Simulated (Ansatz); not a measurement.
Relaxation of C₂H₃NO₃ (9 atoms, charge 0, multiplicity 1), to a largest force component of 0.02 eV/Å in at most 40 steps.

Theory: RHF/6-31G* in Ansatz 0.2.0.

```xyz
9
Properties=species:S:1:pos:R:3
O 0.752 0.513 -2.921
C 0.009 -0.084 -2.295
O -0.782 -0.704 -1.739
N -0.535 -0.369 1.267
C 0.532 0.419 1.065
O 1.069 0.591 -0.002
H -0.950 -0.828 0.469
H -0.982 -0.443 2.164
H 0.886 0.904 1.993
```

Q: Where does it end, and by what steps?

A: The forces met the threshold. After 9 steps the energy has fallen by 0.049 eV; O6 moved furthest, 0.20 Å.

```
step  energy less start (eV)  largest force component (eV/Å)  accepted
   0                  0.0000                           0.949       yes
   1                 -0.0417                           0.236       yes
   2                 -0.0446                           0.235       yes
   3                 -0.0470                           0.160       yes
   4                 -0.0472                           0.112       yes
   5                 -0.0482                           0.080       yes
   6                 -0.0491                           0.052       yes
   7                 -0.0493                           0.024       yes
   8                 -0.0494                           0.044       yes
   9                 -0.0494                           0.016       yes
```

```xyz
9
Properties=species:S:1:pos:R:3
O 0.786 0.431 -3.031
C 0.003 -0.137 -2.430
O -0.810 -0.729 -1.876
N -0.549 -0.333 1.305
C 0.527 0.456 1.145
O 1.013 0.753 0.092
H -0.997 -0.716 0.502
H -0.908 -0.543 2.206
H 0.935 0.818 2.088
```

Whether the end is a true minimum wasn't checked by a vibrational analysis.

Run time: 40 s on 1 thread of Intel(R) Xeon(R) Platinum 8488C (Sapphire Rapids), on a shared host, peak memory 0.18 GiB.
